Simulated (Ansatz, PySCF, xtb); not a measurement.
Acid–base and redox partners of C=C=O. All species are isolated molecules in the gas phase. One relaxed conformer stands for each flexible species; it need not be the lowest. Strings in code marks are SMILES.

Quantity: bond dissociation enthalpy (X–H) at 298 K, in eV. HF references are unrestricted for open shells and restricted for singlets. Thermal and zero-point terms are GFN2-xTB rigid-rotor harmonic values (xtb).

Level 1: SVWN5/6-31G* // PBE-D3(BJ)/def2-TZVP (PySCF)
Level 2: HF/6-31G* // PBE-D3(BJ)/def2-TZVP (PySCF)
Level 3: HF/cc-pVTZ // PBE-D3(BJ)/def2-TZVP (Ansatz, a quantum-chemistry and plane-wave program)

```tsv
species	level 1	level 2	level 3
H atom removed from C1: `[CH]=C=O`	4.99	3.71	3.70
```
